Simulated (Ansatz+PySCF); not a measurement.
A calculation with Ansatz (development build ahead of 0.2.0).

```yaml
crystal:
  periodic: [false, false, false]
  atoms:
    - { symbol: Li, position_ang: [0.0, 0.0, -2.71745] }
    - { symbol: Li, position_ang: [0.0, 0.0, 2.71745] }
basis:
  gaussian: { orbitals: "6-31G" }
hamiltonian:
  xc: hf
correlation:
  method: mp2
  frozen_orbitals: { Li: 0 }
scf:
  omitted_lower_state_checks: [atomic_configurations, cluster_reference, orbital_swaps, given_window_search, neighbouring_geometries, increment]
```

The input is written out in the form of the current development build from the run's settings.

The run gave:

```yaml
Converged: yes
Reference_energy: -14.81664 hartree
Correlation_energy: -0.02525 hartree
Total_energy: -14.84189 hartree
Spin_squared_of_the_determinant: 0.000
Occupied_orbitals_by_symmetry_in_an_Abelian_subgroup_alpha;_beta: 2 Ag 1 B1u; 2 Ag 1 B1u
```

Messages of the program:
```
unlike orbitals would lower it
```

Caution: large amplitudes, a single reference is doubtful; an unrestricted determinant lies well below.
